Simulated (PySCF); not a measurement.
# MgO (MgO): the cost of one run

Computed with PySCF 2.14.0, with density-fitted response routines of our own, on a single molecule in the gas phase. Atoms count from 0, in the outputs and in this text.

## 1. The starting structure

2 atoms, charge 0, multiplicity 1; geometry from: GFN2-xTB.

Bonds of the start (Å): O0–Mg1 1.64.

## 2. Geometry optimisation at PBE0-D3(BJ)/def2-SVP

What the job is given:

```
{"job": {"xc": "PBE0", "basis": "def2-SVP", "d3": "d3bj", "grid": 1, "kind": "geom"}, "charge": 0, "multiplicity": 1}
O      0.824010    -0.004740    -0.006930
Mg    -0.818500     0.007280    -0.021360
```

Started as:

```sh
> OMP_NUM_THREADS=1 python probes_run.py task.json out
```

This one command runs all jobs of the session in turn.

**Question.** How long does this first job take on 1 thread of Arm Neoverse V2, shared host, and how much memory does it need?

About 1.3 s, with a peak of 0.22 GiB.
